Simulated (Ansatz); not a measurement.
# MgClF (SMILES [F][Mg][Cl]): single points off equilibrium

The task here is to estimate one member of a computed series from the others.

Computed with Ansatz 0.2.0, Gaussian basis. Level: single points in def2-TZVPP.

Cores are frozen in the correlated methods. The outer core shell of Li, Na, Mg and K is correlated.

**The system as given**

SMILES `[F][Mg][Cl]`, 3 atoms, charge 0, spin multiplicity 1.

Atoms are counted from 1 here; the program's logs count them from 0.

Bond lengths: F1–Mg2 1.709 Å, Mg2–Cl3 2.112 Å. Angles: F1–Mg2–Cl3 172.8°.

Geometry (Å):

```xyz
3
ClFMg
F    -1.52500    0.70100   -0.67980
Mg   -0.18980   -0.08920    0.03790
Cl    1.61000   -0.87810    0.81240
```

The first run:

Contents of run/in.yaml:

```yaml
crystal:
  periodic: [false, false, false]
  atoms:
    - {symbol: F, position_ang: [-1.525000, 0.701000, -0.679800]}
    - {symbol: Mg, position_ang: [-0.189800, -0.089200, 0.037900]}
    - {symbol: Cl, position_ang: [1.610000, -0.878100, 0.812400]}
basis:
  gaussian: {orbitals: def2-TZVPP}
correlation: {method: ccsd_t}
output: {forces: true}
```

No record of the launch command was kept for these runs.

Steps of the session up to this table: CCSD(T)/def2-TZVPP; PBE0-D4/def2-TZVPP; wB97M-V/def2-TZVPP; r2SCAN-D4/def2-TZVPP; PBE-D4/def2-TZVPP; HSE06-D4/def2-TZVPP; r2SCANh-D4/def2-TZVPP.

One of the session's tables, all rows but one given; the rest of the session is left out.

```
    method  RMS force component (eV/Å)  angle to CCSD(T) forces (°)  dipole (D)
   CCSD(T)                       0.450                    reference        0.72
   PBE0-D4                           ?                            ?           ?
   wB97M-V                       0.446                          7.6        0.70
 r2SCAN-D4                       0.430                          4.9        0.70
    PBE-D4                       0.546                         14.9        0.68
  HSE06-D4                       0.408                          4.3        0.71
r2SCANh-D4                       0.398                          1.2        0.71
```

Q: Estimate the row for PBE0-D4 from the others.

The run gave: RMS force component (eV/Å): 0.406; angle to CCSD(T) forces (°): 4.5; dipole (D): 0.71. In the column «RMS force component (eV/Å)» it lies between r2SCANh-D4 (0.398) and HSE06-D4 (0.408).
